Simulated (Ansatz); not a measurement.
in.yaml

```yaml
crystal:
  periodic: [false, false, false]
  atoms:
    - {symbol: B, position_ang: [0.000000, 0.000000, 0.000000]}
    - {symbol: O, position_ang: [0.000000, 0.000000, 1.403204]}
basis:
  gaussian: {orbitals: 6-31G}
magnetization: {spin_polarized: false, initial_magnetization: 1}
correlation: {method: fic_mrcisd_q, electrons: outside_noble_gas, active_space: {window: {electrons: 9, orbitals: 8}, shells: [{species: B, l: s, shell: 2}, {species: B, l: p, shell: 2}, {species: O, l: s, shell: 2}, {species: O, l: p, shell: 2}]}}
```

```sh
$ ansatz run in.yaml --threads 1 --pin off --events-out ev --progress --plain --max-ram 2393MiB
```

Output:

```
341 factors; integrals over basis functions are off by at most 9.8e-8 eV
mean field evaluation 1: about -2700.8971 eV, gradient 3.8e1 eV
mean field evaluation 2: about -2700.9001 eV, gradient 3.8e1 eV
mean field evaluation 4: about -2705.1407 eV, gradient 3.4e0 eV
mean field evaluation 8: about -2705.4229 eV, gradient 3.9e-1 eV
mean field evaluation 16: about -2705.4266 eV, gradient 2.5e-6 eV
mean field -2705.42658020 eV, -99.4225930182 hartree, gradient 2.5e-6 eV, S^2 0.750000; 4 other end points of the search recorded, 0 dependent functions left out
reference -2705.42658020 eV, -99.4225930182 hartree; 7, 6 occupied and 11, 12 virtual orbitals, 341 factors
state -2709.52573321 eV, -99.5732341130 hartree
contracted CI cycle   1: correlation 0.00000000 eV, 0.0000000000 hartree, residual 1.16e1 eV
contracted CI cycle   2: correlation -1.54679590 eV, -0.0568437008 hartree, residual 2.49e0 eV
contracted CI cycle   3: correlation -1.62110417 eV, -0.0595744793 hartree, residual 6.04e-1 eV
contracted CI cycle   4: correlation -1.62551642 eV, -0.0597366267 hartree, residual 1.38e-1 eV
contracted CI cycle   5: correlation -1.62574303 eV, -0.0597449544 hartree, residual 3.22e-2 eV
contracted CI cycle   6: correlation -1.62575477 eV, -0.0597453857 hartree, residual 9.29e-3 eV
contracted CI cycle   7: correlation -1.62575576 eV, -0.0597454221 hartree, residual 2.23e-3 eV
contracted CI cycle   8: correlation -1.62575582 eV, -0.0597454244 hartree, residual 5.81e-4 eV
state -2709.52573321 eV, -99.5732341130 hartree; corrected -2711.18996305 eV, -99.6343934314 hartree
Total energy: -2711.18996305 eV, -99.6343934314 hartree
Checks for a lower state left out: starts, orbital_swaps
```

For the same geometry and basis full CI lies 50.1 meV lower.

Ran on 1 thread of Arm Neoverse V1, shared host: 2.6 s wall, 0.16 GiB peak host memory.
